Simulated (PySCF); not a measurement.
Bond stretch in CHN, SMILES C#N. The C1–H3 bond (C1 also carries N; H3 carries nothing else) is pulled apart rigidly from the PBE0/def2-TZVP optimised geometry.

Levels: UKS-PBE = unrestricted PBE/cc-pVDZ (PySCF); UKS-B3LYP = unrestricted B3LYP/cc-pVDZ in PySCF; RHF/cc-pVDZ (PySCF).

Energies are in kcal/mol, each relative to the lowest point of its own curve near equilibrium.

```json
[
 {"R / Å": "0.86", "UKS-PBE": "34.6", "UKS-B3LYP": "33.2", "RHF": "32.2"},
 {"R / Å": "0.92", "UKS-PBE": "16.2", "UKS-B3LYP": "15.2", "RHF": "14.3"},
 {"R / Å": "0.97", "UKS-PBE": "7.0", "UKS-B3LYP": "6.3", "RHF": "5.6"},
 {"R / Å": "0.99", "UKS-PBE": "4.5", "UKS-B3LYP": "4.0", "RHF": "3.4"},
 {"R / Å": "1.03", "UKS-PBE": "1.3", "UKS-B3LYP": "1.1", "RHF": "0.7"},
 {"R / Å": "1.07", "UKS-PBE": "0.0", "UKS-B3LYP": "0.0", "RHF": "0.0"},
 {"R / Å": "1.11", "UKS-PBE": "0.2", "UKS-B3LYP": "0.5", "RHF": "0.8"},
 {"R / Å": "1.13", "UKS-PBE": "0.8", "UKS-B3LYP": "1.2", "RHF": "1.8"},
 {"R / Å": "1.16", "UKS-PBE": "2.1", "UKS-B3LYP": "2.7", "RHF": "3.7"},
 {"R / Å": "1.23", "UKS-PBE": "7.0", "UKS-B3LYP": "8.1", "RHF": "10.0"},
 {"R / Å": "1.31", "UKS-PBE": "14.8", "UKS-B3LYP": "16.3", "RHF": "19.4"},
 {"R / Å": "1.44", "UKS-PBE": "29.7", "UKS-B3LYP": "32.2", "RHF": "37.6"},
 {"R / Å": "1.60", "UKS-PBE": "49.1", "UKS-B3LYP": "52.7", "RHF": "61.5"},
 {"R / Å": "1.76", "UKS-PBE": "67.4", "UKS-B3LYP": "72.3", "RHF": "84.8"},
 {"R / Å": "1.94", "UKS-PBE": "85.7", "UKS-B3LYP": "92.0", "RHF": "109.0"},
 {"R / Å": "2.11", "UKS-PBE": "100.3", "UKS-B3LYP": "106.2", "RHF": "129.5"},
 {"R / Å": "2.36", "UKS-PBE": "113.2", "UKS-B3LYP": "118.5", "RHF": "155.3"},
 {"R / Å": "2.61", "UKS-PBE": "119.7", "UKS-B3LYP": "124.9", "RHF": "176.3"},
 {"R / Å": "2.90", "UKS-PBE": "123.6", "UKS-B3LYP": "128.7", "RHF": "195.7"},
 {"R / Å": "3.21", "UKS-PBE": "125.7", "UKS-B3LYP": "130.7", "RHF": "211.8"},
 {"R / Å": "3.71", "UKS-PBE": "127.3", "UKS-B3LYP": "132.0", "RHF": "230.0"}
]
```

At the longest distance, 3.71 Å, RHF lies highest above its minimum (230.0 kcal/mol) and UKS-PBE lowest (127.3 kcal/mol).

The unrestricted determinant behind UKS-PBE, UKS-B3LYP is spin-contaminated at 2.11 to 3.71 Å (<S²> up to 1.0, against 0.00 for a pure singlet). The restricted form behind RHF keeps the bonding electrons paired and can't separate into open-shell fragments.
